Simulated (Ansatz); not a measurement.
**AlHS (singlet): from Hartree-Fock to the top rungs at scale of all distances = 1.731, 6-31G**

How much of the correlation energy of AlHS (singlet) does each wave-function method recover here?

Computed with Ansatz 0.2.0, Gaussian basis. Level: 6-31G, core rule «outside noble gas», up to 10 orbitals frozen.

Plan: UHF; CCSD(T) on RHF; CCSD(T) on UHF; BCCD(T) on RHF; CISD; CCSDT(Q) on RHF; CCSDT(Q) on UHF; CISDTQ; CCSDTQ on RHF; CASSCF and MRCISD+Q, 2 electrons in 2 orbitals; CASSCF and NEVPT2, 2 electrons in 2 orbitals; CASSCF and MRCISD+Q, 10 electrons in 9 orbitals; CASSCF and MRCISD+Q(relaxed), 10 electrons in 9 orbitals; CASSCF and NEVPT2, 10 electrons in 9 orbitals; Full CI; Full CI in the symmetry of the determinant.

19 further runs of the same task are left out: 16 that didn't finish, 3 set aside as unsound or not needed. Runs told in other sessions of the task aren't counted.

**1. What is computed**

The geometry derives from a PBE0/def2-TZVP stationary point (not a proven minimum). All distances are scaled together.

3 atoms, charge 0, spin multiplicity 1.

Atoms are counted from 1 here; the program's logs count them from 0.

No contacts short enough for the rule that draws bonds.

**2. UHF**

The input, in.yaml:

```yaml
crystal:
  periodic: [false, false, false]
  atoms:
    - {symbol: Al, position_ang: [0.000000, 0.000000, 0.247706]}
    - {symbol: S, position_ang: [0.000000, 0.000000, -3.212217]}
    - {symbol: H, position_ang: [0.000000, 0.000000, 2.964511]}
basis:
  gaussian: {orbitals: 6-31G}
magnetization: {spin_polarized: true, initial_magnetization: 0}
hamiltonian: {xc: hf}
output: {orbitals: {seedname: orbitals}}
```

On the command line:

```console
$ ansatz run in.yaml --threads 1 --pin off --events-out ev --progress --plain --max-ram 2393MiB
```

After this run come: CCSD(T) on RHF; CCSD(T) on UHF; BCCD(T) on RHF; CISD; CCSDT(Q) on RHF; CCSDT(Q) on UHF; CISDTQ; CCSDTQ on RHF; CASSCF and MRCISD+Q, 2 electrons in 2 orbitals; CASSCF and NEVPT2, 2 electrons in 2 orbitals; CASSCF and MRCISD+Q, 10 electrons in 9 orbitals; CASSCF and MRCISD+Q(relaxed), 10 electrons in 9 orbitals; CASSCF and NEVPT2, 10 electrons in 9 orbitals; Full CI; Full CI in the symmetry of the determinant.

Before running them: what should the planned runs give, taken together? Wanted: FCI from the RHF energy; NEVPT2 pair from FCI; MRCISD+Q pair from FCI; NEVPT2 valence from FCI; T1 diagnostic; effectively unpaired electrons.

The runs gave:

```
                         quantity                                                       value
          FCI from the RHF energy                                                  -4.2317 eV
             NEVPT2 pair from FCI                                                  +761.8 meV
           MRCISD+Q pair from FCI                                                    -5.8 meV
          NEVPT2 valence from FCI                                                  +332.6 meV
levels within 1 kcal/mol (43 meV)  MRCISD+Q pair, MRCISD+Q valence, MRCISD+Q(relaxed) valence
                    T1 diagnostic                                                       0.096
   effectively unpaired electrons                                                        2.14
```

In words: MRCISD+Q pair, MRCISD+Q(relaxed) valence fall below full CI: the +Q correction isn't variational, and the cores differ from full CI's. With 2.1 effectively unpaired electrons against 0 the state is strongly multireference. Of the multireference levels listed MRCISD+Q(relaxed) valence comes nearest in total energy (-3.5 meV), which doesn't show that its space is the better one. The lowest state has another symmetry than the determinant, whose own symmetry lies 0.29 eV higher, so single-reference misses include that gap. These misses are within one basis, not against nature.

The restricted and unrestricted ladders end 0.60 eV apart at CCSDT(Q), which points to two states or an unsound top rung; rows of one don't measure the error of the other.
